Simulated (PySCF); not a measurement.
3-chlorofuran, C₄H₃ClO, SMILES Clc1ccoc1, point group Cs.

Force field and properties: PBE0/pcSseg-1 (PySCF, grid level 2). Vibrational terms come from second-order perturbation theory with semi-diagonal cubic constants, by steps of ±0.6 along the normal coordinates of each isotopologue. The parent has the commonest isotopes.

Equilibrium geometry (Å):

| atom | x | y | z |
| --- | --- | --- | --- |
| Cl1 | 2.6304 | 0.3595 | 0.1071 |
| C2 | 0.9439 | 0.0446 | 0.0252 |
| C3 | -0.0978 | 1.0170 | 0.0537 |
| C4 | -1.2467 | 0.3042 | -0.0357 |
| O5 | -0.9870 | -1.0191 | -0.1160 |
| C6 | 0.3546 | -1.1730 | -0.0783 |
| H7 | 0.0108 | 2.0900 | 0.1303 |
| H8 | -2.2910 | 0.5819 | -0.0543 |
| H9 | 0.7370 | -2.1812 | -0.1329 |

Species: parent. Output of the displacement run:

```
mode    cm-1    km/mol   phi_rrr   E(+)/cm-1  E(-)/cm-1
  1    255.51     0.87       0.4      46.14      46.22
  2    301.15     0.60      -4.2      54.12      54.43
  3    493.44     2.37     -61.0      86.66      91.05
  4    622.55    31.37      -0.0     112.21     112.22
  5    633.54     0.17      -0.1     114.15     114.09
  6    743.22    11.78      -0.2     136.17     136.09
  7    796.06    66.88      -0.1     145.64     145.68
  8    872.97     0.25      -0.2     159.37     159.47
  9    891.25    25.54       4.2     160.58     160.27
 10    962.13    30.97     -50.2     171.39     175.01
 11   1049.10    11.73     -42.9     188.08     191.16
 12   1107.73    24.11    -122.2     195.17     203.97
 13   1235.36    19.28    -137.9     217.55     227.48
 14   1246.40    18.12      97.9     228.36     221.32
 15   1252.21    28.30      22.1     226.40     224.81
 16   1421.93    12.07     149.4     261.55     250.81
 17   1546.09     5.99     205.6     285.90     271.10
 18   1625.07    22.65      82.9     295.73     289.77
 19   3281.44     2.23    -934.2     560.31     627.39
 20   3303.84     2.51    1221.1     641.22     553.46
 21   3310.92     3.68    1728.3     662.48     538.39
```

For the shielding of H7 (σe = 24.91 ppm):

```csv
mode,ω (cm⁻¹),Σr φrrs (cm⁻¹),∂σ/∂q,∂²σ/∂q²
1,256,1,0.000,-0.013
2,301,-3,-0.015,-0.037
3,493,-241,0.030,-0.003
4,623,0,0.000,-0.026
5,634,-1,0.000,-0.018
6,743,0,0.000,-0.256
7,796,0,0.000,-0.104
8,873,-1,0.000,-0.299
9,891,47,0.147,-0.026
10,962,-378,-0.317,-0.018
11,1049,-345,-0.077,-0.317
12,1108,-468,0.071,-0.055
13,1235,-437,-0.212,-0.025
14,1246,269,0.028,-0.077
15,1252,150,-0.044,0.005
16,1422,-200,0.096,-0.146
17,1546,396,0.395,-0.018
18,1625,30,-0.238,-0.087
19,3281,-80,-1.486,0.242
20,3304,165,0.781,0.056
21,3311,182,0.186,0.004
```

Task: Work out the zero-point average of this shielding.

Result: With ⟨qs⟩ = −Σr φrrs/(4ωs) and ⟨qs²⟩ = 1/2: the mean displacements are -0.001, 0.002, 0.122, 0.000, 0.000, 0.000, 0.000, 0.000, -0.013, 0.098, 0.082, 0.106, 0.088, -0.054, -0.030, 0.035, -0.064, -0.005, 0.006, -0.013, -0.014. The anharmonic term Σ (∂σ/∂q)⟨q⟩ is -0.09 ppm, the harmonic term ¼ Σ ∂²σ/∂q² is -0.30 ppm, so ⟨σ⟩ = 24.51 ppm.
